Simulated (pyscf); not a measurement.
This saddle point was located with ωB97X-D3(BJ)/def2-SVP in PySCF.

```
Si
F 1 1.6082
F 1 1.6126 2 105.61
F 1 1.6146 2 105.24 3 -115.87
O 1 1.8033 2 95.90 4 -125.65
H 5 0.9814 1 112.77 2 178.78
H 5 1.1888 6 107.28 1 -174.88
```
Charge 0, spin multiplicity 2.

Surface: doublet, charge 0. Lowest wavenumbers (cm⁻¹): 1860i, 20, 226, 260, 283.

What reaction is this the transition state of?

`[F][Si]([F])[F]` [doublet] + `[OH2]` ⇌ `[OH][Si]([F])([F])[F]` + `[H]` [doublet], a substitution at O read from left to right: H–O broken and O–Si formed. At ωB97M-D3(BJ)/def2-TZVP it lies +60.0 kJ/mol from the left side and +143.0 kJ/mol from the right (each side as separated species at their lowest minima found). On the reactant side the descent ends in a complex, 30.7 kJ/mol under the separated species and 104.1 kJ/mol under the saddle at ωB97X-D3(BJ)/def2-TZVP. At ωB97X-D3(BJ) the barrier from the zero used here is 73.4 kJ/mol. This is the saddle that the search found; another between the same sides may lie lower. The angle at the attacked O is 140°.
